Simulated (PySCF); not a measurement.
CHCl₃, charge +1, multiplicity 2. Atoms are numbered in the order given.

```xyz
5

Cl    -1.4705     0.8490    -0.0585
C      0.0000     0.0000     0.2620
Cl     0.0000    -1.6980    -0.0585
Cl     1.4705     0.8490    -0.0585
H      0.0000     0.0000     1.4120
```
Charge +1, spin multiplicity 2.

Geometry optimised at PBE0-D3(BJ)/def2-SVP. The spin state was assumed, not searched.

Calculation: PBE0-D3(BJ)/def2-SVP in PySCF.

Frequencies are harmonic and unscaled.

Modes within 1.5 cm⁻¹ of each other (mostly degenerate sets) share a row, with their intensities summed.

Computed vibrational spectrum:
```csv
mode,ν (cm⁻¹),IR (km/mol),moving atoms (share of kinetic energy)
1–2,273,7.9,Cl 95 %
3,423,1.3,"Cl 75 %, C 23 %"
4,581,1.2,"C 59 %, Cl 36 %"
5–6,732,102.0,"C 53 %, H 43 %"
7–8,916,490.7,"H 53 %, C 32 %, Cl 14 %"
9,2619,183.9,H 93 %
```
